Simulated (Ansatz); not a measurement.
hcp Ti was calculated with PBEsol in Ansatz (plane waves, PAW).

Settings: plane-wave cutoff 520 eV, 24×24×12 k mesh (along the axes of the cell as run), Fermi–Dirac smearing 0.05 eV, no spin polarisation, scalar-relativistic PAW data made under PBE.

Response to compression and expansion:

Shape and atoms are relaxed at each volume.

| V (Å³/atom) | P (GPa) | c (Å) | a (Å) |
|---|---|---|---|
| 16.058 | 5.23 | 4.531 | 2.861 |
| 16.392 | 2.50 | 4.561 | 2.881 |
| 16.727 | 0.00 | 4.590 | 2.901 |
| 17.061 | -2.28 | 4.618 | 2.921 |
| 17.396 | -4.37 | 4.647 | 2.940 |

Note: the bulk modulus comes from volumes at which shape and atoms were relaxed.

Ansatz is a program for electronic structure.
